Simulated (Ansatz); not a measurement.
Corundum Cr2O3 was calculated with r²SCAN+rVV10 in Ansatz (PAW).

Settings: plane-wave cutoff 560 eV, 8×8×8 k mesh, Fermi–Dirac smearing 0.01 eV, spin-polarised with opposed moments, scalar-relativistic PAW data made under PBE.

Cell (relaxed at this level):

```
Cr2O3
1.0
    4.75418    -2.46572     0.00969
    4.75418     2.46572     0.00969
    3.46706     0.00000     4.08186
Cr O
4 6
Direct
  0.84688   0.84688   0.84688
  0.34688   0.34688   0.34688
  0.15312   0.15312   0.15312
  0.65312   0.65312   0.65312
  0.44211   0.05789   0.75000
  0.05789   0.75000   0.44211
  0.55789   0.94211   0.25000
  0.25000   0.55789   0.94211
  0.94211   0.25000   0.55789
  0.75000   0.44211   0.05789
```
Starting moments (μB, in the order of the record's atoms Cr Cr Cr Cr O O O O O O): -3.0 -3.0 3.0 3.0 0.0 0.0 0.0 0.0 0.0 0.0.

**Question.** Estimate the band gap, pressure derivative B′ of the bulk modulus, smallest direct gap on the k points sampled and direct gap at Γ that the calculation returns.

**Answer.** 
- band gap: 2.59 eV (indirect)
- pressure derivative B′ of the bulk modulus: 4.3
- smallest direct gap on the k points sampled: 2.63 eV
- direct gap at Γ: 2.89 eV

Measured, for comparison: band gap 3.3 ± 0.1 eV (temperature not stated, not corrected to a static lattice, middle of the range; as tabulated in Medasani et al. (2019), arXiv:1904.04625). Computed (rounded) less measured: band gap -0.71 eV.

Note: without U or exact exchange, gaps and moments of open d shells tend to come out too small; the bulk modulus comes from volumes at which shape and atoms were relaxed.

Computing time: about 80 core-minutes (a rough figure).

Ansatz is a program for electronic structure.
